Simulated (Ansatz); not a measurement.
Input and output for `O=CSS`.

```yaml
crystal:
  periodic: [false, false, false]
  atoms:
    - {symbol: O, position_ang: [0.734368, -0.687219, 1.252423]}
    - {symbol: C, position_ang: [0.962796, -0.575008, 0.089934]}
    - {symbol: S, position_ang: [0.076182, 0.424625, -1.086675]}
    - {symbol: S, position_ang: [-1.279436, 1.415385, 0.062551]}
    - {symbol: H, position_ang: [1.780546, -1.106620, -0.436225]}
    - {symbol: H, position_ang: [-2.232356, 0.464837, 0.071692]}
basis:
  gaussian: {orbitals: cc-pVTZ-DK}
hamiltonian: {xc: {name: B3LYP}, dispersion: d3bjatm}
```

```sh
$ ansatz run in.yaml --threads 2 --pin off --events-out ev --progress --plain --max-ram 4352MiB
```

Output, abridged:

```
Functional definition: B3LYP
1024 factors; their error is unknown
mean field evaluation 1: about -24845.7449 eV, gradient 5.4e1 eV
mean field evaluation 2: about -24772.0451 eV, gradient 1.6e2 eV
mean field evaluation 4: about -24851.1011 eV, gradient 1.1e1 eV
mean field evaluation 8: about -24851.3559 eV, gradient 1.2e-1 eV
mean field evaluation 16: about -24851.3659 eV, gradient 7.9e-5 eV
mean field -24851.36592299 eV, -913.2708528089 hartree, gradient 8.2e-5 eV, S^2 0.000000; 0 other end points of the search recorded, 0 dependent functions left out
reference -24851.36614122 eV, -913.2708608290 hartree; 24, 24 occupied and 132, 132 virtual orbitals, 1024 factors
Total energy: -24851.63935841 eV, -913.2809013756 hartree
Relativity: scalar
```

Run time 2.1 s (2 threads of an Arm Neoverse V2 on a shared host); peak host memory 0.31 GiB.
